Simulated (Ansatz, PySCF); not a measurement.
Species: C$_{3}$H$_{6}$Cl (charge 0, doublet). It need not be the lowest isomer of its formula. 
Coordinates optimised at B3LYP-D3(BJ)/def2-TZVP (Ansatz, a first-principles code):
```
C
H 1 1.0953
H 1 1.1004 2 105.34
C 1 1.4825 2 109.38 3 118.14
H 4 1.0802 1 123.38 2 147.90
C 1 1.5287 2 110.34 3 -118.19
H 6 1.0905 1 110.68 2 58.64
H 6 1.0912 7 108.12 1 121.84
H 6 1.0919 7 107.80 8 116.46
Cl 4 1.7165 5 114.76 1 -163.20
```
Charge 0, spin multiplicity 2.

Total electronic energies in hartree. Valence correlation only, unless marked. UHF or UKS for open shells. Spin-orbit coupling is left out. Non-relativistic. Basis-set limits of correlation are two-point, X^-3; Hartree-Fock from the larger set. The bracket is a focal-point correction in the basis named.

```json
[
 {"level": "HF/STO-3G", "program": "Ansatz", "energy (Eh)": "-570.24698"},
 {"level": "HF/cc-pV(D+d)Z", "program": "Ansatz", "energy (Eh)": "-576.57040"},
 {"level": "HF-D3(BJ)/def2-TZVPD", "program": "PySCF + dftd3", "energy (Eh)": "-576.66755"},
 {"level": "SVWN5/def2-TZVPD", "program": "PySCF", "energy (Eh)": "-575.52798"},
 {"level": "BLYP-D3(BJ)/def2-TZVPD", "program": "Ansatz + dftd3", "energy (Eh)": "-578.07628"},
 {"level": "r2SCAN/def2-TZVPD", "program": "Ansatz", "energy (Eh)": "-578.03044"},
 {"level": "B3LYP/def2-TZVPD", "program": "Ansatz", "energy (Eh)": "-578.15539"},
 {"level": "PBE0-D3(BJ)/def2-TZVP", "program": "Ansatz + dftd3", "energy (Eh)": "-577.84113"},
 {"level": "PBE0-D4/def2-TZVP", "program": "Ansatz + dftd4", "energy (Eh)": "-577.84045"},
 {"level": "BHLYP-D3(BJ)/def2-TZVPD", "program": "Ansatz + dftd3", "energy (Eh)": "-578.06654"},
 {"level": "TPSSh-D4/def2-TZVPD", "program": "PySCF + dftd4", "energy (Eh)": "-578.17081"},
 {"level": "HSE06-D4/def2-TZVPD", "program": "Ansatz + dftd4", "energy (Eh)": "-577.82598"},
 {"level": "CAM-B3LYP/def2-TZVPD", "program": "Ansatz", "energy (Eh)": "-578.07658"},
 {"level": "B2PLYP-D4/def2-TZVPD", "program": "Ansatz + dftd4", "energy (Eh)": "-577.88674"},
 {"level": "RPA@PBE/cc-pV(T+d)Z", "program": "Ansatz", "energy (Eh)": "-577.74528"},
 {"level": "MP2/6-31G*", "program": "Ansatz", "energy (Eh)": "-577.03592"},
 {"level": "RI-MP2/cc-pV(T+d)Z", "program": "Ansatz", "energy (Eh)": "-577.30324"},
 {"level": "RI-MP2/cc-pV(Q+d)Z", "program": "Ansatz", "energy (Eh)": "-577.36483"},
 {"level": "SCS-MP2/aug-cc-pV(D+d)Z", "program": "Ansatz", "energy (Eh)": "-577.14164"},
 {"level": "SCS-MP2/cc-pV(D+d)Z", "program": "Ansatz", "energy (Eh)": "-577.10778"},
 {"level": "CCSD/aug-cc-pV(D+d)Z", "program": "Ansatz", "energy (Eh)": "-577.20417"},
 {"level": "CCSD(T)/aug-cc-pV(D+d)Z", "program": "Ansatz", "energy (Eh)": "-577.22475"},
 {"level": "RI-MP2/CBS(cc-pV(T+d)Z,cc-pV(Q+d)Z)+[CCSD(T)-MP2]/cc-pV(D+d)Z", "program": "Ansatz", "energy (Eh)": "-577.4751"}
]
```

Totals of different functionals don't rank their quality; only differences between species are comparable.
